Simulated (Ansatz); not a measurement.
in.yaml

```yaml
crystal:
  periodic: [false, false, false]
  atoms:
    - {symbol: Al, position_ang: [0.000000, 0.000000, 0.171918]}
    - {symbol: Al, position_ang: [0.000000, 0.000000, -1.927082]}
    - {symbol: H, position_ang: [0.000000, 0.000000, 1.755165]}
basis:
  gaussian: {orbitals: STO-3G}
magnetization: {spin_polarized: false, initial_magnetization: 3}
hamiltonian: {pseudopotentials: {relativity: scalar}}
correlation: {active_space: {ras: {orbitals: [2, 3, 4], electrons: 7, max_holes: 3, max_particles: 3}, fixed_orbitals: true}}
```

```sh
$ ansatz run in.yaml --threads 1 --pin off --events-out ev --progress --plain --max-ram 2393MiB
```

(1) Roughly how long does this take on 1 thread of AMD EPYC 7B13, shared host, and how much host memory?

```
196 factors; integrals over basis functions are off by at most 6.2e-5 eV
mean field evaluation 1: about -13033.8634 eV, gradient 6.0e0 eV
mean field evaluation 2: about -13033.8690 eV, gradient 5.9e0 eV
mean field evaluation 4: about -13034.5938 eV, gradient 1.8e0 eV
mean field evaluation 8: about -13034.6985 eV, gradient 1.7e-1 eV
mean field evaluation 16: about -13034.6931 eV, gradient 1.2e-1 eV
mean field -13034.69880885 eV, -479.0163459892 hartree, gradient 5.9e-6 eV, S^2 3.750000; 2 other end points of the search recorded, 0 dependent functions left out
reference -13034.69880885 eV, -479.0163459892 hartree; 15, 12 occupied and 4, 7 virtual orbitals, 196 factors
state -13036.82812942 eV, -479.0945970765 hartree
Total energy: -13036.82812942 eV, -479.0945970765 hartree
Relativity: scalar
```

Results:

(1) 0.39 s wall and 0.09 GiB.
